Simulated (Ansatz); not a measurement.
**Basis or method: C–H bond energy of Si–CH3**

Si–CH3, doublet; coordinates (Å): Si -0.001 0.000 0.686; C -0.012 0.000 -1.203; H -0.443 -0.894 -1.661; H -0.443 0.894 -1.661; H 1.061 0.000 -1.462. Quantity: C–H bond energy, to Si–CH2 (singlet) + H.

Ansatz 0.2.0, basis cc-pVDZ or cc-pVTZ; geometries are PBE0/def2-TZVP minima. Wave-function levels freeze the cores; HF, MP2 and coupled cluster are restricted for singlets and unrestricted otherwise, atoms included, Kohn–Sham unrestricted where that lies lower. The reference is CCSDT(Q) (coupled cluster only where its series has nearly closed). Semilocal and hybrid functionals correlate all electrons outside any core potential and usually lie nearer their basis limit than the reference, so part of their error here is the reference's basis and frozen-core error; RPA and the MP2 part of double hybrids freeze the same cores as the reference. None of these values is a measured one. Energies are electronic, without zero-point terms. No spin–orbit coupling and no scalar relativity. The species are chosen: bound, without strong static correlation by their natural occupations or amplitudes, in their lowest spin state as far as vertical gaps and like structures tell, and with a ladder that closes on the reference, so errors are smaller than for species at large; levels whose determinant breaks symmetry or spin markedly are left out.

| level | cc-pVDZ (kcal/mol) | cc-pVTZ (kcal/mol) |
| --- | --- | --- |
| reference | 61.0 (CCSDT(Q)) | 62.6 (CCSDT(Q)) |
| HF | 63.0 | 62.8 |
| CCSD(T) | 61.3 | 62.9 |
| CCSDT | 61.2 | 63.0 |
| PBE | 62.7 | 62.5 |
| B3LYP | 64.4 | 64.2 |
| wB97M-V | 63.4 | 62.4 |
| RPA-PBE | 61.4 | 62.9 |

From cc-pVDZ to cc-pVTZ the reference moves by 1.6 kcal/mol and PBE by -0.2; the step from CCSD(T) to the reference is -0.3 in the first and -0.3 in the last.
